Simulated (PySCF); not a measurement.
Mapped SMILES: `[N:1]#[C:2][CH2:3][CH2:4][C:5]#[N:6]`. Hydrogens are named by the atom that carries them.

PySCF 2.14.0 with density-fitted response routines calculation with geometry: GFN2-xTB, couplings computed with B3LYP/pcJ-1 (spin–dipole term only in couplings to heteroatoms) and σ from GIAO-PBE0/pcSseg-1; non-relativistic, one computed conformer, no solvent model, equivalent nuclei averaged.

List the cross peaks expected in HSQC, COSY and HMBC spectra.

## Answers



HSQC (one-bond C–H):
```tsv
δH	δC	1J(C,H) (Hz)
2.58 (H(C3)/H(C4))	16.4 (C3/C4)	146
```

HMBC (two and three bonds, |J| ≥ 2.5 Hz):
```tsv
δH	δC [abs. J in Hz]
2.58 (H(C3)/H(C4))	121.4 (C2/C5) [10.1], 16.4 (C3/C4) [5.1]
```

No COSY cross peaks are expected.

References, each an isolated molecule treated in the same way: 1H (σref 31.72) and 13C (σref 186.93) vs TMS.

Shifts are as computed. Against solution values, carbons near 30 ppm lie about +3 ppm off and those near 130 ppm about +5 ppm. Of 1211 compounds with measured shifts, 218 miss one by over three times the rms of a fit or turn the order of signals round; such compounds aren't used in these exercises. Vicinal H,H couplings across rotating CH2–CH2 and CH–CH2 bonds are estimated from the computed gauche and anti values for equal rotamer populations, (2 J gauche + J anti)/3.
